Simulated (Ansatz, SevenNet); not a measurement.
Ladder of methods for the equilibrium lattice constant a of CaB6-type LaB6

Reference value: 4.157 Å (measured, 296 K, no zero-point or thermal correction; as tabulated in Tsubota and Kitagawa (2017), doi:10.1038/s41598-017-15766-y).

**Question.** What do SevenNet-l3i5, LDA, PBE, PBE+SOC, PBEsol, PBEsol+SOC, PBE-D3(BJ), PBE-D4, rVV10, r²SCAN, r²SCAN+SOC, HSE06 give, and how far is each from the reference?

**Answer.** 
```
level (code)              value (Å)  difference (%)
------------------------  ---------  --------------
SevenNet-l3i5 (SevenNet)      4.155           -0.05
LDA (Ansatz)                  4.098           -1.42
PBE (Ansatz)                  4.155           -0.05
PBE+SOC (Ansatz)              4.155           -0.05
PBEsol (Ansatz)               4.130           -0.65
PBEsol+SOC (Ansatz)           4.130           -0.65
PBE-D3(BJ) (Ansatz)           4.123           -0.82
PBE-D4 (Ansatz)               4.120           -0.89
rVV10 (Ansatz)                4.162           +0.12
r²SCAN (Ansatz)               4.153           -0.10
r²SCAN+SOC (Ansatz)           4.153           -0.10
HSE06 (Ansatz)                4.139           -0.43
```

The reference is not for a static lattice or low temperature, so close values are not ranked against it.

The reference has no zero-point or thermal correction, while the calculations are for a static lattice, so the differences are not the levels' errors alone. A static lattice is as a rule a little smaller than the measured one.  Cutoffs and k meshes differ between the levels. Ansatz's density-functional and Hartree–Fock values are scalar-relativistic unless marked +SOC, with PAW data made under PBE.

Machine-learned potentials (SevenNet-l3i5) are trained on DFT data, which may include these solids.

Differences are worked out from the printed values.

Ansatz is a program for electronic structure.
